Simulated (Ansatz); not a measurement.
Reaction: C3H5Cl (SMILES C=CCCl) → C3H5 (SMILES [CH2]C=C, doublet) + Cl (doublet) (the C-Cl bond breaks)
Each species at its own B3LYP-D3(BJ)/def2-TZVP minimum (Ansatz, a first-principles code), one conformer.

Property: bond dissociation energy (electronic), in kcal/mol. Open shells are spin-unrestricted; no spin-orbit coupling. CBS(X,Y): correlation extrapolated as X^-3, Hartree-Fock from the larger set. A bracket is a step between two methods taken in the basis named. Functionals run without relativity, which enters their misses. '+ core + X2C': CCSD(T) terms for core correlation (cc-pwCVTZ, 1s frozen past Ne) and scalar relativity (cc-pVTZ-DK). The UHF reference of C3H5 ([CH2]C=C, doublet) is spin-contaminated (<S^2> up to 0.20 over the pure value in the sets run).

CCSD(T)/CBS(cc-pV(T+d)Z,cc-pV(Q+d)Z) + [CCSDT(Q) - CCSD(T)]/cc-pV(D+d)Z + core + X2C (Ansatz) gives 73.1 kcal/mol.

Q: What does PBE/def2-TZVPD (Ansatz) give here, and how do the other levels compare?

A: PBE gives 72.2 kcal/mol, 0.9 kcal/mol below it. Differences of the others: r2SCAN/def2-TZVPD (Ansatz) -6.0; PBE0/def2-TZVPD (Ansatz) -3.3; CCSD(T)/CBS(cc-pV(T+d)Z,cc-pV(Q+d)Z) + core + X2C (Ansatz) 0.4 kcal/mol.
